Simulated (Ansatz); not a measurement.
## Ti2O3: computed properties

All numbers below come from DFT PBEsol, scalar-relativistic, plane waves, PAW in Ansatz 0.2.0.

Settings: cutoff 420 eV, Γ-centred mesh 6×12×6 on the computed 20-atom cell, Gaussian smearing of 0.01 eV; no spin polarisation.

The structure is relaxed at this level of theory with its symmetry kept. This form isn't the usual stable structure of the compound.

It takes space group Pnma (No. 62, orthorhombic). The conventional cell has a = 7.776 Å, b = 2.816 Å, c = 8.077 Å, α = 90.00°, β = 90.00°, γ = 90.00°. Ti (site symmetry m) has 7 O at 2.04 to 2.12 Å as nearest neighbours. Ti (site symmetry m) has 7 O at 1.98 to 2.15 Å as nearest neighbours. Around O (site symmetry m) lie 5 Ti at 2.10 to 2.15 Å. Around O (site symmetry m) lie 5 Ti at 2.04 to 2.12 Å. O (site symmetry m) is surrounded by 4 Ti at 1.98 to 2.10 Å.

| Property | Result |
| --- | --- |
| Volume per atom | 59.7 bohr³ |
| Formation energy from the elements' standard states (uncorrected) | -3.027 eV/atom |
| Kohn–Sham band gap | 0.10 eV, indirect from (0.000, 0.299, 0.000) to (0.000, 0.229, 0.000) |
| Löwdin character of the top 1 eV of the valence band | Ti 3d 86 %, O 2p 10 % |
| Löwdin character of the lowest 1 eV of the conduction band | Ti 3d 87 %, O 2p 10 % |
| Electron masses at the edge by Cartesian direction of the standard setting (m_e; degenerate bands sorted by energy; no spin-orbit coupling) | x: 4.7; y: 0.31; z: 0.93 |
| Hole masses at the edge by Cartesian direction of the standard setting (m_e; degenerate bands sorted by energy; no spin-orbit coupling) | x: 1.5; y: 0.93; z: 1.9 |

A ferromagnetic start lost its moments in a first run, so spin was left out; other magnetic orders weren't tried.

Cost: 3 runs of about 30 core-minutes in all, on Intel Xeon Processor @ 2.50GHz (Skylake/Cascade Lake) (shared hosts).